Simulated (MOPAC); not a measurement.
MOPAC input (MNDO):

```
MNDO PRECISE GNORM=0.05 LET XYZ CHARGE=1 GEO-OK AUX(PRECISION=9) THREADS=1
H2ClO

O    -0.02110053 1    1.07219571 1   -0.07455918 1
H    -0.94565317 1    1.39081582 1    0.04769402 1
Cl    0.03136922 1   -0.67222547 1   -0.00316626 1
H     0.58118065 1    1.45945141 1    0.60260595 1
```

What heat of formation does the run end on?

199.31 kcal/mol.
